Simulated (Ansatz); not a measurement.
# Which method gave which barrier?

Saddle point of CH₈OSi, closed shell (CH₆OSi ([CH3][SiH2][OH]) + H₂ → SiH₄O ([OH][SiH3]) + CH₄; bonds formed: Si1–H7, C2–H6; bonds broken: Si1–C2, H6–H7), PBE0-D4/def2-TZVP structure:

Si1  (-0.295, 0.773, -0.028)
C2  (0.960, -0.920, 0.431)
H3  (-0.845, 1.117, 1.304)
H4  (0.984, 1.529, -0.201)
O5  (-0.962, 1.304, -1.440)
H6  (-0.388, -0.853, 0.143)
H7  (-1.422, -0.537, -0.107)
H8  (1.468, -0.448, 1.272)
H9  (1.606, -0.943, -0.446)
H10  (0.720, -1.954, 0.712)
H11  (-1.825, 0.932, -1.639)
(Å)

Computed with Ansatz 0.2.0 (basis: def2-TZVPP, with def2-QZVPP for the basis limit); correlated methods freeze the cores. B3LYP uses VWN-RPA correlation. Extrapolation: Hartree–Fock as exp(−7.88 √X), correlation as X^−2.97. Four methods, as single points on the PBE0-D4 structures, gave these electronic barriers from the start structure: 56.75, 65.60, 67.14, 82.94 kcal/mol.

Problem. The methods were, in alphabetical order, B3LYP-D4, HF, MP2, PBE-D4. Which gave which? (A judgement: the text doesn't fix the answer.)

Solution. By the calculation: PBE-D4 56.75; B3LYP-D4 65.60; MP2 67.14; HF 82.94 kcal/mol. For comparison, CCSD(T) at an estimated basis limit (MP2 extrapolated from triple and quadruple zeta, plus CCSD(T) − MP2 in triple zeta) gives 67.07 kcal/mol.

No T1 diagnostic of these runs exceeds 0.012. The start structure is not quite a true minimum (one mode of 28i cm⁻¹).

Labels in which every atom is bracketed show which atoms are joined, not bond orders.

For scale, one of the runs: CCSD(T)/def2-TZVPP, 216 basis functions, launched by `ansatz run in.yaml --threads 4 --pin off --events-out ev --progress --plain --max-ram 9574MiB`. Time: 50 s of wall clock on 4 CPU threads of an Intel Xeon; the host was shared. Peak host memory: 3.2 GiB.
